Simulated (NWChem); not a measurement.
System: ethylene (C2H4); SMILES C=C

Here is an NWChem input.

```
start job
memory heap 200 mb stack 900 mb global 1100 mb
geometry units angstroms noautoz
  C      0.000000     0.665229     0.000000
  C      0.000000    -0.665229     0.000000
  H      0.931002     1.240614     0.000000
  H     -0.931002     1.240614     0.000000
  H     -0.931002    -1.240614     0.000000
  H      0.931002    -1.240614     0.000000
end
basis spherical
  * library def2-tzvpd
end
dft
  xc b3lyp
  iterations 150
  mulliken
end
task dft energy
```

The geometry was optimised at PBE0/def2-SVP. B3LYP is NWChem's, with the RPA form of VWN correlation.

Q: Give the results of this calculation. (B3LYP/def2-TZVPD.) Quantities: energy (Ha); highest occupied level (eV); orbital gap (eV).

A: 
```
Item                          Value
---------------------------  ------
energy (Ha)                  -78.62
highest occupied level (eV)   -7.66
orbital gap (eV)               7.41
```
